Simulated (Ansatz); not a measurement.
Cubic perovskite SrTiO3 (cubic form, which distorts at low temperature) was calculated with PBE (Ansatz, a program for electronic structure, PAW).

Numerical settings: plane-wave cutoff 520 eV, 6×6×6 k mesh, perturbation theory, no spin polarisation, scalar-relativistic PAW data made under PBE.

Cell (measured lattice):

```cif
data_O3SrTi
_chemical_formula_sum 'Sr1 Ti1 O3'
_space_group_name_H-M_alt 'P 1'
_space_group_IT_number 1
_cell_length_a 3.90500
_cell_length_b 3.90500
_cell_length_c 3.90500
_cell_angle_alpha 90.000
_cell_angle_beta 90.000
_cell_angle_gamma 90.000
loop_
_space_group_symop_operation_xyz
  'x, y, z'
loop_
_atom_site_label
_atom_site_type_symbol
_atom_site_fract_x
_atom_site_fract_y
_atom_site_fract_z
_atom_site_occupancy
Sr1 Sr 0.00000 0.00000 0.00000 1
Ti1 Ti 0.50000 0.50000 0.50000 1
O1 O 0.50000 0.00000 0.50000 1
O2 O 0.00000 0.50000 0.50000 1
O3 O 0.50000 0.50000 0.00000 1
```

Question: Estimate the high-frequency dielectric constant that the calculation returns.

Answer: 
high-frequency dielectric constant: 6.24

Measured, for comparison: high-frequency dielectric constant 5.2 (temperature not stated, no zero-point or thermal correction; as tabulated in Pishtshev (2010), arXiv:1006.0353). Computed (rounded) less measured: high-frequency dielectric constant +20 %.

Note: the run finds an imaginary mode (93i cm⁻¹), so the cell is a saddle point at this level; the cell isn't this level's own, so it is under some stress, which shifts stiffness and frequencies.

Computing time: roughly 7 core-minutes.
